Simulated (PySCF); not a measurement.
Species: C3H3F3.
Atom-mapped SMILES: `[F:1][CH2:2][CH:3]=[C:4]([F:5])[F:6]` (hydrogens: H7, H8 on C2; H9 on C3)

The same species was optimised twice, with GFN2-xTB and with PBE0-D3(BJ)/def2-SVP (PySCF), and the same property calculations (PySCF, gas phase) were run on both structures.

```
     coordinate  GFN2-xTB  PBE0-D3(BJ)/def2-SVP  change
      C4–F6 (Å)     1.324                 1.307  -0.017
      C4–F5 (Å)     1.326                 1.310  -0.016
      C3=C4 (Å)     1.317                 1.328  +0.011
      C2–C3 (Å)     1.495                 1.487  -0.008
   F5–C4–F6 (°)     109.7                 110.2    +0.5
   C3–C4–F5 (°)     125.4                 125.1    -0.3
   C2–C3–C4 (°)     123.6                 123.3    -0.3
   C3–C4–F6 (°)     124.9                 124.7    -0.2
F1–C2–C3–C4 (°)       134                   113     -21
```

Rotational constants: A = 8727, B = 1814, C = 1571 MHz (GFN2-xTB) against A = 8377, B = 1884, C = 1662 MHz (PBE0-D3(BJ)/def2-SVP). Point groups within 0.08 Å: C1 and C1. End groups have turned between the structures, so F1, H7, H8 are left out of the comparison.

On the GFN2-xTB structure: lowest singlet, TDDFT (eV) 7.28 [CAM-B3LYP/def2-SVPD]; lowest triplet, Tamm–Dancoff (eV) 4.61 [CAM-B3LYP/def2-SVPD]; isotropic polarisability (au) 40.3 [CAM-B3LYP/def2-SVPD]; HOMO (eV) -9.43 [CAM-B3LYP/def2-SVPD]; LUMO (eV) 1.03 [CAM-B3LYP/def2-SVPD]; dipole (D) 1.21 [CAM-B3LYP/def2-SVPD]; HOMO (eV) -7.91 [PBE0/pcSseg-1]; LUMO (eV) 0.15 [PBE0/pcSseg-1]; dipole (D) 1.18 [PBE0/pcSseg-1]; GIAO shielding of F1 (ppm) 417.5 [PBE0/pcSseg-1]; GIAO shielding of C2 (ppm) 107.6 [PBE0/pcSseg-1]; GIAO shielding of C3 (ppm) 102.7 [PBE0/pcSseg-1]; GIAO shielding of C4 (ppm) 17.8 [PBE0/pcSseg-1]; GIAO shielding of F5 (ppm) 255.5 [PBE0/pcSseg-1]; GIAO shielding of F6 (ppm) 253.2 [PBE0/pcSseg-1].

What do these properties become on the PBE0-D3(BJ)/def2-SVP structure?

```
                                    property                level  on GFN2-xTB  on PBE0-D3(BJ)/def2-SVP  change
                  lowest singlet, TDDFT (eV)  CAM-B3LYP/def2-SVPD         7.28                     7.32   +0.04
           lowest triplet, Tamm–Dancoff (eV)  CAM-B3LYP/def2-SVPD         4.61                     4.52   -0.09
               isotropic polarisability (au)  CAM-B3LYP/def2-SVPD         40.3                     40.6    +0.3
                                   HOMO (eV)  CAM-B3LYP/def2-SVPD        -9.43                    -9.43    0.00
                                   LUMO (eV)  CAM-B3LYP/def2-SVPD         1.03                     0.90   -0.13
                                  dipole (D)  CAM-B3LYP/def2-SVPD         1.21                     1.59   +0.38
energy, GFN2-xTB geometry as zero (kcal/mol)  CAM-B3LYP/def2-SVPD          0.0                     -0.6    -0.6
                                   HOMO (eV)        PBE0/pcSseg-1        -7.91                    -7.92   -0.01
                                   LUMO (eV)        PBE0/pcSseg-1         0.15                     0.05   -0.10
                                  dipole (D)        PBE0/pcSseg-1         1.18                     1.54   +0.36
energy, GFN2-xTB geometry as zero (kcal/mol)        PBE0/pcSseg-1          0.0                     -0.6    -0.6
                  GIAO shielding of F1 (ppm)        PBE0/pcSseg-1        417.5                    406.1   -11.4
                  GIAO shielding of C2 (ppm)        PBE0/pcSseg-1        107.6                    109.0    +1.4
                  GIAO shielding of C3 (ppm)        PBE0/pcSseg-1        102.7                    103.7    +1.0
                  GIAO shielding of C4 (ppm)        PBE0/pcSseg-1         17.8                     16.2    -1.6
                  GIAO shielding of F5 (ppm)        PBE0/pcSseg-1        255.5                    257.9    +2.4
                  GIAO shielding of F6 (ppm)        PBE0/pcSseg-1        253.2                    254.5    +1.3
```

The heavy atoms differ by 0.128 Å rms after alignment. Among the bonds compared C4–F5 and C4–F6 change most and about equally (-0.017 to -0.016 Å). Changes are differences of the printed values. Neither structure is proved a minimum here.

The values belong to the conformer `[F:1][CH2:2][CH:3]=[C:4]([F:5])[F:6]`: F1–C2–C3–C4 113°.
